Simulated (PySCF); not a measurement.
# doublet CHFO+ at 6 levels

Wanted: a comparison of 6 runs (U-r2SCAN/STO-3G, UM06-2X/STO-3G, USVWN5/STO-3G, NEVPT2(3,3)/STO-3G, UCCSDT/STO-3G, UCISD/STO-3G) of doublet CHFO+. 

The results are computed with PySCF 2.14.0.

4 further runs of the same task are left out: 4 set aside as unsound or not needed.

### Step 1. The system as given

CHFO+ has 4 atoms, charge +1, and is taken as a doublet. As SMILES of the parent species, `O=CF`. The shape is that of a GFN2-xTB optimisation. That shape belongs to the parent species and isn't relaxed for this state.

Bond lengths: O1–C2 1.171 Å, C2–F3 1.341 Å, C2–H4 1.098 Å. Angles: O1–C2–F3 122.3°, O1–C2–H4 129.0°, F3–C2–H4 108.7°.

### Step 2. A single-point energy at U-r2SCAN/STO-3G (run 1)

File job.py:

```python
from pyscf import gto, dft

mol = gto.M(
    atom='O -0.889680 0.196020 0.829980; C -0.049740 0.073340 0.022930; F 0.584370 -1.090860 -0.181350; H 0.355050 0.821510 -0.671560',
    basis='sto-3g',
    verbose=3,
    max_memory=1860,
    spin=1,
    charge=1,
)

mf = dft.UKS(mol, xc='r2scan')
mf.grids.level = 5
mf.conv_tol = 1e-10
mf.kernel()
if not mf.converged:
    mf = mf.newton().run(mf.mo_coeff, mf.mo_occ)

etot = mf.e_tot
print('E(%s) = %.9f' % ('R2SCAN', etot))
```

Launch:

```bash
$ OMP_NUM_THREADS=1 python job.py
```

Log:

```text
converged SCF energy = -210.349121354742  <S^2> = 0.75821976  2S+1 = 2.0082029
E(R2SCAN) = -210.349121355
```

Wall time 11 s (1 thread of Arm Neoverse N1, shared host); peak memory 0.21 GiB.

### Step 3. The energy at UM06-2X/STO-3G (run 2)

File run.py:

```python
from pyscf import gto, dft

mol = gto.M(
    atom=[
    ('O', (-0.889680, 0.196020, 0.829980)),
    ('C', (-0.049740, 0.073340, 0.022930)),
    ('F', (0.584370, -1.090860, -0.181350)),
    ('H', (0.355050, 0.821510, -0.671560)),
],
    basis='sto-3g',
    max_memory=1860,
    charge=1,
    spin=1,
    verbose=3,
)

mf = dft.UKS(mol)
mf.xc = 'm06-2x'
mf.grids.level = 5
mf.conv_tol = 1e-10
mf.kernel()
if not mf.converged:
    mf = mf.newton().run(mf.mo_coeff, mf.mo_occ)

e_final = mf.e_tot
print('E = %.10f Eh' % e_final)
```

Launch:

```bash
$ OMP_NUM_THREADS=1 python run.py
```

Log:

```text
converged SCF energy = -210.402603399457  <S^2> = 0.76113763  2S+1 = 2.0111068
E = -210.4026033995 Eh
```

Run time: 11 s. Hardware: 1 thread of Arm Neoverse N1, shared host; peak memory 0.21 GiB.

Runs 3 to 5 aren't shown in full; the table further down has their settings and results.

### Step 4. The energy at UCISD/STO-3G (run 6)

File calc.py:

```python
from pyscf import gto, ci

molecule = gto.M(
    atom=[
    ('O', (-0.889680, 0.196020, 0.829980)),
    ('C', (-0.049740, 0.073340, 0.022930)),
    ('F', (0.584370, -1.090860, -0.181350)),
    ('H', (0.355050, 0.821510, -0.671560)),
],
    charge=1,
    max_memory=1860,
    basis='sto-3g',
    verbose=3,
    spin=1,
)

myscf = molecule.UHF()
myscf.conv_tol = 1e-10
myscf.kernel()
if not myscf.converged:
    myscf = myscf.newton().run(myscf.mo_coeff, myscf.mo_occ)

cisd = ci.CISD(myscf, frozen=3)
cisd.kernel()
e_tot = cisd.e_tot
print('E(%s) = %.9f' % ('CISD', e_tot))
```

Launch:

```bash
$ OMP_NUM_THREADS=1 python calc.py
```

Log:

```text
converged SCF energy = -209.516625367772  <S^2> = 0.79661974  2S+1 = 2.0460887
E(UCISD) = -209.6536019228348  E_corr = -0.1369765550632729
E(CISD) = -209.653601923
```

It took 1.4 s on 1 thread of Arm Neoverse N1, shared host; peak memory 0.12 GiB.

### Step 5. Overview of the runs

| run | level | integration grid | active selection | energy (Eh) | HOMO energy (eV) | LUMO energy (eV) | ⟨S²⟩ | wall time |
| --- | --- | --- | --- | --- | --- | --- | --- | --- |
| 1 | U-r2SCAN/STO-3G | 5 | – | -210.349121 | -16.28 | -14.93 | 0.758 | 11 s |
| 2 | UM06-2X/STO-3G | 5 | – | -210.402603 | -20.00 | -12.59 | 0.761 | 11 s |
| 3 | USVWN5/STO-3G | 5 | – | -208.867373 | -15.90 | -15.54 | 0.754 | 6 s |
| 4 | NEVPT2(3,3)/STO-3G | – | mp2 natural orbitals | -209.634368 | – | – | – | 1.4 s |
| 5 | UCCSDT/STO-3G | – | – | -209.668639 | -23.02 | -6.41 | 0.797 | 7.5 s |
| 6 | UCISD/STO-3G | – | – | -209.653602 | -23.02 | -6.41 | 0.797 | 1.4 s |

### Step 6. Results

| quantity | value |
| --- | --- |
| run 6: total energy | -209.65360 Eh |
| run 6: HOMO energy (Hartree–Fock orbitals) (highest over α and β) | -23.02 eV |
| run 6: LUMO energy (Hartree–Fock orbitals) (lowest over α and β) | -6.41 eV |
| run 6: correlation energy (3 core orbitals frozen) | -137.0 mEh |
| run 6: ⟨S²⟩ of the reference determinant | 0.797 |

In words: Totals of different functionals can't be ranked against each other. In runs 1, 2, 3, 4, 5, 6 the basis is minimal, so the values are rough. All runs together took 38 s, the longest 11 s.
